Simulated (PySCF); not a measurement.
methoxyethane (C3H8O), SMILES CCOC. Atoms are numbered in the order given.

```xyz
12

C      1.4760     0.5819     0.3914
C      0.6578    -0.5925    -0.1373
O     -0.5803    -0.2200    -0.7011
C     -1.5651     0.1462     0.2265
H      2.4657     0.2360     0.7306
H      1.6233     1.3328    -0.4007
H      0.9877     1.0767     1.2457
H      1.2132    -1.0977    -0.9440
H      0.5019    -1.3406     0.6691
H     -1.3183     1.0746     0.7783
H     -1.7452    -0.6536     0.9749
H     -2.4988     0.3185    -0.3289
```

Coordinates come from a B3LYP-D3(BJ)/def2-SVP optimisation. The values are those of a single conformer.

Method: PBE/def2-TZVP (PySCF).

ESP charges are fitted to the potential on shells at 1.4 to 2.0 van der Waals radii. Atomic charges (e):

```csv
atom,meta-Löwdin,ESP fit
C1,-0.36,-0.36
C2,0.00,0.29
O3,-0.36,(withheld)
C4,-0.14,(withheld)
H5,0.12,0.08
H6,0.12,0.11
H7,0.11,0.10
H8,0.12,(withheld)
H9,0.08,(withheld)
H10,0.09,0.10
H11,0.09,0.09
H12,0.13,0.14
```

Problem. Some entries are withheld; supply them. (The exact figures need the calculation; the answer reports its results.)

Solution. 
- O3, ESP fit: -0.32
- C4, ESP fit: -0.23
- H8, ESP fit: 0.01
- H9, ESP fit: 0.00

Problem. Give the Mayer and Wiberg (Löwdin basis) orders of the bonds. (An estimate is asked for; the answer gives what the named calculation found.)

Solution. 
```tsv
bond	Mayer	Wiberg
C1–C2	1.00	1.32
C2–O3	1.03	1.50
O3–C4	1.02	1.55
C1–H5	0.95	0.90
C1–H6	0.96	0.90
C1–H7	0.97	0.91
C2–H8	0.95	0.87
C2–H9	0.96	0.87
C4–H10	0.96	0.93
C4–H11	0.96	0.93
C4–H12	0.97	0.93
```
